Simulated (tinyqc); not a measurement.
Inside a calculation. Method: Pariser-Parr-Pople SCF with singles CI, for the molecule C=CC=C[CH2+] (SMILES; centres numbered as the heavy atoms are written). One step of it, computed by the program tinyqc.

Problem. Singles CI, singlets. Over the 6 single excitations with the smallest orbital gaps: A = (e_a - e_i) delta + 2 (ia|jb) - (ij|ab), with (pq|rs) = sum c_mp c_mq gamma_mn c_nr c_ns. f = 2/3 w |mu|^2 in atomic units, mu = sqrt2 sum c_ia sum_m c_mi c_ma R_m.

orbital energies (eV): -20.055341  -17.235880  -8.768053  -5.228282  -3.147074

coefficients:
```
         MO1        MO2        MO3        MO4        MO5
1C  0.299795   0.459628  -0.551469   0.537347   0.325584
2C  0.506488   0.537347  -0.015825  -0.459628  -0.493173
3C  0.554244   0.000000   0.625510   0.000000   0.549137
4C  0.506488  -0.537347  -0.015825   0.459628  -0.493173
5C  0.299795  -0.459628  -0.551469  -0.537347   0.325584
```

repulsion gamma_rs (eV), lower triangle:
```
           1C         2C         3C         4C         5C
1C  11.130000
2C   7.552439  11.130000
3C   5.239019   7.554960  11.130000
4C   3.670370   5.240702   7.554960  11.130000
5C   2.868686   3.670370   5.239019   7.552439  11.130000
```

Centres (angstrom, eV; a flat drawing with bonds scaled to 1.40 angstrom):

| centre | x | y | core charge z | W | gamma_rr |
|---|---|---|---|---|---|
| 1C | -2.425000 | -0.280000 | 1 | 11.160000 | 11.130000 |
| 2C | -1.212000 | 0.420000 | 1 | 11.160000 | 11.130000 |
| 3C | 0.000000 | -0.280000 | 1 | 11.160000 | 11.130000 |
| 4C | 1.212000 | 0.420000 | 1 | 11.160000 | 11.130000 |
| 5C | 2.425000 | -0.280000 | 1 | 11.160000 | 11.130000 |

Give: singlet CI matrix; singlet excitation energies; oscillator strengths.

Solution.

singlet CI matrix (eV), lower triangle:
```
         2>3      1>3      2>4      2>5     1>4      1>5
2>3   4.3131
1>3   0.0000   6.3244
2>4   0.0000   0.0639   7.3629
2>5  -0.3212   0.0000   0.0000   8.5018
1>4   0.8621   0.0000   0.0000  -0.6911  9.2970
1>5   0.0000  -0.5242  -0.8955   0.0000  0.0000  10.6861
```

singlet excitation energies (eV): 4.1586  6.2604  7.1419  8.1075  9.8457  10.9712

oscillator strengths: 1.1610  0.0055  0.2164  0.0252  0.0054  0.1223
